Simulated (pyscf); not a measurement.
Single points on ωB97X-D3(BJ)/def2-SVP structures (PySCF, gas phase).

**Question.** `[OH][CH2][ZnH]` + `[H][H]` → `[CH3][OH]` + `[ZnH2]`
Surface: singlet. Broken: C–Zn, H–H. Formed: C–H, H–Zn. Give ΔE‡ and ΔE from ωB97M-D3(BJ)/def2-TZVP, relative to the separated reactants.

**Answer.** ΔE‡ = 37.8 kcal/mol, ΔE = -13.8 kcal/mol. Zero-point energy shifts the barrier by +2.0 kcal/mol. It is a four-centre exchange, with an imaginary mode of 1172i cm⁻¹. On the product side the descent ends in an adduct with a O–Zn contact (not fully relaxed), 9.7 kcal/mol under the separated species and 60.1 kcal/mol under the saddle at ωB97X-D3(BJ)/def2-TZVP. At the saddle there is also a short H–Zn contact that neither side keeps. HO–CH₂–ZnH lies 17.6 kcal/mol over its isomer H₃C–O–ZnH (electronic energy, ωB97M-D3(BJ)/def2-TZVP). This is the saddle that the search found; another between the same sides may lie lower. Elements up to Kr have no core potential and no relativistic terms here.
